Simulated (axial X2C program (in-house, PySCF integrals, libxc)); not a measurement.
## Which molecule has these constants?

Computed with an in-house all-electron X2C program for linear molecules (integrals from PySCF), spin-free (one-electron X2C) or two-component (2c: spin–orbit coupling with atomic mean-field Coulomb and Gaunt terms, which also bring small scalar terms), in Dyall basis sets with cores contracted in-house; open shells are unrestricted.

A two-component PBE0 calculation in a Dyall 3-zeta basis gave Re = 2.079 Å, ωe = 528.1 cm⁻¹, De = 4.34 eV, dipole magnitude 0.86 D, Ω = 1/2.

Task: Which molecule is it?
A. AlSi
B. SiP
C. NaSi
D. MgSi
E. SiCl

Result: E. The others have NaSi 2.700 Å and 256.6 cm⁻¹ (Ω = 3/2); AlSi 2.423 Å and 377.0 cm⁻¹ (Ω = 3/2); SiP 2.077 Å and 633.6 cm⁻¹ (Ω = 3/2); MgSi 2.545 Å and 312.7 cm⁻¹ (Ω = 1).

Each entry is the lowest single determinant of a limited PBE0 search at one distance. De goes to single-determinant-based atoms at the same level (for ions the charge split of lowest energy) and is withheld (n/a) where an atom does not fit its ground term or J level. Main or longest-lived isotopes. One determinant is a doubtful description, or other states lie close, for NaSi, AlSi, SiP, MgSi; these need not be ground states, and all values refer to the states named. Some open-shell Ω = 0 determinants are out of reach, so the Ω given for MgSi need not be the lowest component. With several unpaired electrons the Ω given is that of one determinant, not necessarily of the lowest component. Some light 2c atoms are not at their ground J level, so De misses part of their lowering (0.04 eV or less). The functionals have no current term, which raises determinants with orbital currents.
